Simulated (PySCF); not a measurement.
**BNH₂: geometry, coupled-cluster ionisations and excitations**

Wanted: the coupled-cluster ionisations and excitations of BNH₂ (`[BH-]#[NH+]`), by calculation.

Computed with PySCF 2.14.0, with density-fitted response routines of our own, on a single molecule in the gas phase. Atoms are numbered from 0 throughout.

## 1. Starting geometry

4 atoms, charge 0, multiplicity 1; geometry from: GFN2-xTB.

Bonds of the start (Å): B0–N1 1.24, B0–H2 1.14, N1–H3 0.99.

## 2. Optimising the geometry at PBE0-D3(BJ)/def2-TZVP

What the job is given:

```
{"job": {"xc": "PBE0", "basis": "def2-TZVP", "d3": "d3bj", "grid": 2, "kind": "geom"}, "charge": 0, "multiplicity": 1}
B      0.000000     0.000000    -0.582400
N      0.000000     0.000000     0.657560
H      0.000000     0.000000    -1.722190
H      0.000000     0.000000     1.647030
```

**Question.** This job is followed by: EOM-CCSD/cc-pVTZ, vertical, frozen core, gas phase. What will the session give for the following? point group; rotational constants (main isotopes); correlation energy, MP2 and CCSD; T1 diagnostic; first ionisation (EOM-IP-CCSD).

As calculated:

| quantity | value |
| --- | --- |
| point group | C∞v |
| rotational constants (main isotopes) | 33.20, 33.20 GHz |
| correlation energy, MP2 and CCSD | -8.28, -8.58 eV |
| T1 diagnostic | 0.0161 |
| first ionisation (EOM-IP-CCSD) | 11.38 eV |

**Reading.** Over 2 steps the energy fell by 0.017 eV; of the close pairs, B0–H2 changed most, 1.140 to 1.172 Å. MP2 recovers 97 % of the CCSD correlation energy. For the hole of the first ionisation, Koopmans' theorem lies 0.26 eV above EOM-IP-CCSD.
